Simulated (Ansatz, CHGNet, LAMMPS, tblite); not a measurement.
## Ladder of methods for the lattice constant a of zinc-blende CdTe

Reference value: 6.48 Å (measured, room temperature, no zero-point or thermal correction; as tabulated in Lucero et al. (2012), arXiv:1111.4515).

Q: What do Stillinger–Weber CdTe.sw, GFN2-xTB, CHGNet-r²SCAN, LDA, PBE, PBE-D3(BJ), r²SCAN-D4, B3LYP (VWN-RPA form), Hartree–Fock give, and how far is each from the reference?

A: 
| level (code) | value (Å) | difference (%) |
|---|---|---|
| Stillinger–Weber CdTe.sw (LAMMPS) | 6.506 | +0.40 |
| GFN2-xTB (tblite) | 6.704 | +3.46 |
| CHGNet-r²SCAN | 6.560 | +1.23 |
| LDA (Ansatz) | 6.409 | -1.10 |
| PBE (Ansatz) | 6.618 | +2.13 |
| PBE-D3(BJ) (Ansatz) | 6.517 | +0.57 |
| r²SCAN-D4 (Ansatz) | 6.529 | +0.76 |
| B3LYP (VWN-RPA form) (Ansatz) | 6.673 | +2.98 |
| Hartree–Fock (Ansatz) | 6.752 | +4.20 |

The reference is not for a static lattice or low temperature, so close values are not ranked against it. Off by more than 1.25 %, or 1.75 % on the side where a correction would as a rule narrow the miss (bounds picked here): Hartree–Fock (+4.20 %), GFN2-xTB (+3.46 %), B3LYP (VWN-RPA form) (+2.98 %), PBE (+2.13 %).

The reference isn't brought to a static lattice, while the calculations are for one, so the differences are not the levels' errors alone. A static lattice is as a rule a little smaller than the measured one.  GFN2-xTB: the method was fitted mainly to molecules. GFN2-xTB: the run uses a supercell at the zone centre in place of a k mesh. Hartree–Fock: the cell is over a tenth larger than the published one: the level's own overestimate first of all, though another phase or state, or a fault of the published cell, is possible. Cutoffs and k meshes differ between the levels. Ansatz's density-functional and Hartree–Fock values are scalar-relativistic unless marked +SOC, with PAW data made under PBE.

Empirical potentials (Stillinger–Weber CdTe.sw) are fitted to chosen data: where that held the value shown, agreement is built in, and what lay outside the fit can be far off. Machine-learned potentials (CHGNet-r²SCAN) are trained on DFT data: a solid inside that data is no test of them.

Differences are worked out from the printed values.

Ansatz is a quantum-chemistry and plane-wave program.
